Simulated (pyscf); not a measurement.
Optimised with ωB97X-D3(BJ)/def2-SVP in PySCF.

Question: Estimate the classical barrier height and the reaction energy of CH₄ + H₃C–SiH₂–Cl → H₃C–SiH₂–CH₃ + HCl at ωB97X-D3(BJ)/def2-TZVP. The step runs on the singlet surface, breaks C–H, Cl–Si and forms C–Si, Cl–H; take the separated reactants as zero.

Answer: ΔE‡ = 266.2 kJ/mol, ΔE = +113.9 kJ/mol. ωB97M-D3(BJ)/def2-TZVP gives 263.6 kJ/mol and +109.2 kJ/mol. Zero-point energy shifts the barrier by -2.8 kJ/mol. It is a four-centre exchange, with an imaginary mode of 609i cm⁻¹. One saddle was located; it need not be the lowest between these sides.
